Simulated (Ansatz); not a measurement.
Results of PBEsol+SOC (PAW; Ansatz, a first-principles code) for chalcopyrite ZnGeP2.

Run with plane-wave cutoff 520 eV, 10×10×10 k mesh, Fermi–Dirac smearing 0.01 eV, PAW data made under PBE.

Cell (measured lattice):

Space group I-42d (No. 122); a = 5.4600 Å, b = 5.4600 Å, c = 10.7100 Å, α = 90.00°, β = 90.00°, γ = 90.00°

```csv
atom,site,symmetry,x,y,z
Zn,4a,-4..,0.0000,0.0000,0.0000
Ge,4b,-4..,0.0000,0.0000,0.5000
P,8d,.2.,0.2522,0.2500,0.1250
```
(The calculation used a cell of 8 atoms; values per cell refer to that cell.)

Estimate the band gap and smallest direct gap on the k points sampled that the calculation returns.


* **band gap**: 1.07 eV (indirect)
* **smallest direct gap on the k points sampled**: 1.22 eV

Measured, for comparison: band gap 2.05 eV (temperature not stated, not corrected to a static lattice, pseudodirect, our sources range from 1.80 to 2.20; as tabulated in Rashkeev et al. (1999), arXiv:cond-mat/9809378). Computed (rounded) less measured: band gap not scored (sources differ).

Note: cell and atoms aren't relaxed at this level (pressure -1.1 GPa).
